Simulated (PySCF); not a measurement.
# Relaxation of singlet AlOF

All numbers come from PBE in PySCF with Al def2-TZVP, O def2-TZVP, F def2-TZVP; no relativity; density-fitted integrals. A (50,194) grid was used.

A hand-made bent start, of Cs symmetry, held to at least that symmetry:

Coordinates in bohr (charge 0 multiplicity 1):
```
Al   -0.2224    0.0000   -1.1069
O    -2.8541    0.0000    0.7358
F     2.7187    0.0000    0.9525
```

(1) What forces act on the atoms at the start (eV/Å)?

(2) What does it relax to?

(3) How much energy is released, and in how many steps?

## Answers

(1) 
```
atom     Fx    Fy     Fz
 Al1   1.13  0.00   4.69
  O2   0.92  0.00  -2.03
  F3  -2.05  0.00  -2.66
```

(2) It ends at C∞v with Al–F 1.652 Å, Al–O 1.613 Å; F–Al–O 180.0°. A frequency run shows a minimum. Other isomers or separated fragments may lie lower.

(3) 167.5 kJ/mol in 9 steps.

The relaxation took 8.2 s on 2 threads of a shared Arm Neoverse V2 host, with 99 basis functions and 10 gradients; the process peaked at 0.47 GiB. Launch command: `OMP_NUM_THREADS=2 python axn.py task.json out`.
